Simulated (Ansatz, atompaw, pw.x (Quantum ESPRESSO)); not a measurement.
tantalum (Ta) (bcc): variants of one PAW (atompaw) potential in the solid

```
Element                 : Ta
Generator               : atompaw 4.2.0.5
Type                    : PAW
Functional              : LDA (PW92)
Relativity              : scalar-relativistic
Frozen core             : [Kr] 4d10 4f14
Valence charge          : 13
Reference configuration : 5s2 5p6 5d3 6s2 6p0
Partial waves           : 5s (bound): rc 1.50 bohr; 6s (bound): rc 2.25 bohr; 5p (bound): rc 1.70 bohr; 6p (bound, empty): rc 1.80 bohr; 5d (bound): rc 2.25 bohr; 5d channel at 3.95 Ry: rc 2.25 bohr
Local potential         : bessel scheme, radius 1.90 bohr
Core correction         : smooth core density matched at 1.45 bohr
Augmentation charge     : besselshape compensation charge, radius 1.70 bohr; PAW radius 2.25 bohr; waves and projectors: custom polynom2 7 10 vanderbiltortho
```

Crystal test: bcc Ta in pw.x 7.5, no spin, 14³ k-points, Fermi–Dirac smearing 0.01 Ry, cutoffs set for each file from its atomic test. The reference is all-electron LAPW (Ansatz 0.2.0) with the same functional, mesh and smearing; V0 and B0 come from Birch–Murnaghan fits to the pressures at five volumes. Errors are pseudo minus all-electron; Δ is the rms difference of the E(V) curves that follow from these fits, minima aligned, over ±6 % about the mean V0. Mesh and smearing are coarse, so the numbers serve the comparison and aren't converged zero-temperature values; the lattice is a test structure that the element need not adopt.

All-electron: a0 = 3.255 Å (V0 = 17.24 Å³/atom), B0 = 217.7 GPa.

| change | cutoffs (Ry) | pw.x | a0 (Å) | a0 error (%) | B0 error (%) | Δ (meV/atom) | mean pressure error (GPa) |
| --- | --- | --- | --- | --- | --- | --- | --- |
| base | 70/700 | converged | 3.252 | -0.09 | +0.3 | 2.2 | -0.59 |
| wave 5d channel at 3.95 Ry: rc 2.25 bohr becomes 5d channel at 0.66 Ry: rc 2.25 bohr | 70/700 | converged | 3.249 | -0.15 | +0.3 | 3.8 | -1.03 |
| reference 5s2 5p6 5d3 6s1.5 6p0.5 | 70/700 | converged | 3.252 | -0.08 | +0.2 | 2.1 | -0.57 |
| augmentation sinc compensation charge, radius 1.70 bohr; PAW radius 2.25 bohr; waves and projectors: custom polynom2 7 10 vanderbiltortho | 70/700 | converged | 3.252 | -0.09 | +0.4 | 2.2 | -0.60 |
| waves 5s (bound); 6s (bound); 5p (bound); 6p (bound); 5d (bound); 5d channel at 3.95 Ry; augmentation besselshape compensation charge, radius 1.70 bohr; PAW radius 2.25 bohr; waves and projectors: bloechl | 50/500 | converged | 3.250 | -0.13 | +0.3 | 3.2 | -0.86 |

Problem. Give the row for: wave 6s (bound): rc 2.25 bohr becomes 6s (bound): rc 1.54 bohr.

Solution. pw.x: converged; mean pressure error (GPa): -0.56; a0 (Å): 3.252; a0 error (%): -0.08; B0 error (%): +0.3; Δ (meV/atom): 2.1.
